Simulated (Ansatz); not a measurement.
Reaction (SMILES): [CH] (CH) → C atom + H atom
B3LYP-D3(BJ)/def2-TZVP geometries, fixed; electronic energies without zero-point terms.
Largest species:
```xyz
2

C      0.0000     0.0000    -0.1605
H      0.0000     0.0000     0.9630
```
Charge 0, spin multiplicity 2.

Basis-set convergence of the atomisation energy at CCSD(T) with Ansatz (a quantum-chemistry and plane-wave program). Cartesian d functions, on some or all atoms, in 6-31+G*; all else is spherical. Cores are frozen. The T1 diagnostic of CCSD is high for at least one species. An unrestricted Hartree-Fock determinant is markedly spin-contaminated. Open shells are unrestricted. No added dispersion term, no relativity. Functions are those of the species that has most. Reference: Hartree-Fock in aug-cc-pV5Z plus the correlation part extrapolated as X^-3 from aug-cc-pVQZ and aug-cc-pV5Z, 83.66 kcal/mol, itself unsure by roughly 0.10 kcal/mol (a third of the extrapolation step and of the last Hartree-Fock step). Deviations are taken from unrounded values.

| basis | functions | atomisation energy (kcal/mol) | minus reference (kcal/mol) |
|---|---|---|---|
| 6-31+G* | 21 | 71.57 | -12.09 |
| aug-cc-pVDZ | 32 | 76.99 | -6.67 |
| 6-311++G(2d,2p) | 37 | 78.98 | -4.68 |
| def2-TZVPD | 46 | 80.10 | -3.56 |
| 6-311++G(3df,3pd) | 57 | 82.18 | -1.48 |
| aug-pcseg-2 | 69 | 82.06 | -1.60 |
| pcseg-3 | 93 | 82.99 | -0.66 |
| def2-QZVPPD | 96 | 82.94 | -0.72 |
| pcseg-4 | 162 | 83.45 | -0.21 |

The smallest set listed that lies within 2 kcal/mol of the reference with all its larger relatives (same family, alike in diffuse functions; a set with none counts only in the reference's own line) is aug-pcseg-2 (69 functions, -1.60 kcal/mol off). Inside, with no larger relative to test it: 6-311++G(3df,3pd), def2-QZVPPD. (Relatives not listed, tested too: aug-pcseg-3 -0.53 kcal/mol.)
